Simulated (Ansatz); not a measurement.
We consider rock-salt RbCl, described by PBE0 in Ansatz (PAW).

Input file:

Ansatz 0.2 input:
```yaml
crystal:
  lattice:
    - [0.0, 3.3070894661, 3.3070894661]
    - [3.3070894661, 0.0, 3.3070894661]
    - [3.3070894661, 3.3070894661, 0.0]
  atoms:
    - { symbol: Rb, position: [0.0, 0.0, 0.0] }
    - { symbol: Cl, position: [0.5, 0.5, 0.5] }
kpoints:
  mp_grid: { grid: [6, 6, 6] }
hamiltonian:
  xc: pbe0
  pseudopotentials: { kind: paw }
  dispersion: none
scf:
  occupations: { method: gaussian, width: 0.02 }
output:
  forces: true
  stress: true
  eigenvalues: true
basis:
  ecutwfc: 500
  ecutrho_ratio: 4
  xc_grid: 2
magnetization:
  spin_polarized: false
```

How many irreducible k-points, plane waves at Γ does the program set up, and what pressure does the run end with?

16 irreducible k-points, 1837 plane waves at Γ; P = 0.29 GPa, so the cell is compressed on average and its volume would grow at this level.

From the output:

```
WARN output.stress: scf.convergence.dr2_threshold = 1e-7 eV (the SCF's general default) is looser than the 2e-10 eV advised for a printed stress (1e-10 eV for …
WARN output.stress: scf.exx.energy_threshold = 1e-6 eV is looser than the 2e-8 eV advised for a stress under a hybrid functional (1e-8 eV for each atom of the …
Crystal: 2 atoms, lattice volume = 72.338 Å³
Basis set: ecut = 500 eV, 1837 PW (Γ), exchange–correlation on 72×72×72 points (8 copies of the dense FFT grid, shifted against one another)
Bands: 12, of which v1, the nominal top of the filled ones, is band 8 counted from 1 (7 counted from 0)
Symmetry: 48 space group operations
Space group: Fm-3m (ITA 225), of the structure as read, at distance tolerance 4.2e-5 Å
k-points: 16 of 216
Functional: x = pbe(κ = 0.804, μ = 0.2195149727645171), c = pbe(β = 0.06672455060314922), warm-up for x = 0.75 pbe(κ = 0.804, μ = 0.2195149727645171) + 0.25 exact, c = pbe(β = 0.06672455060314922)
SCF iter   1: F=—  HF=-4350.759349 eV  |F-HF|=—  |Δ(HF+E_count)|=         —  Δρ=9.62e-4  dr2=7.46e-4
SCF iter   2: F=-4350.759156 eV  HF=-4350.759159 eV  |F-HF|=2.79e-6  |Δ(HF+E_count)|=   1.90e-4  Δρ=2.29e-4  dr2=3.00e-5
Crystal: 2 atoms, lattice volume = 72.338 Å³
Initial density: handed on by an earlier stage of this run
Functional: x = 0.75 pbe(κ = 0.804, μ = 0.2195149727645171) + 0.25 exact, c = pbe(β = 0.06672455060314922)
  ...
Crystal: 2 atoms, lattice volume = 72.338 Å³
SCF iter   2: F=—  HF=-4354.078266 eV  |F-HF|=—  |Δ(HF+E_count)|=   6.24e-9  Δρ=6.31e-6  dr2=1.72e-8
SCF iter   3: F=-4354.078266 eV  HF=-4354.078266 eV  |F-HF|=4.65e-9  |Δ(HF+E_count)|=   4.99e-8  Δρ=2.47e-6  dr2=6.92e-9
SCF 3 converged in 3 iterations: F = -4354.078266 eV  dr2 = 6.92e-9
Free energy (F): -4354.078266 eV
Internal energy: -4354.078266 eV  (E = F + TS)
E sigma→0 (E₀):  -4354.078266 eV
Fermi energy:    3.015838 eV
--- Forces (eV/Å), atoms counted from 1 ---
  atom   1  Rb     0.00000000    -0.00000000    -0.00000000
  atom   2  Cl     0.00000000    -0.00000000    -0.00000000
--- Stress (GPa, compression-positive) ---
        0.291758       0.000000      -0.000000
        0.000000       0.291758      -0.000000
        0.000000       0.000000       0.291758
  P = ⅓ Tr σ = 0.2918 GPa (2.918 kbar)
```

The PAW data were made under PBE.

Note: cell and atoms aren't relaxed at this level (pressure 0.3 GPa).

It cost around 100 core-seconds (rough) of CPU time.

Ansatz is an electronic-structure program.
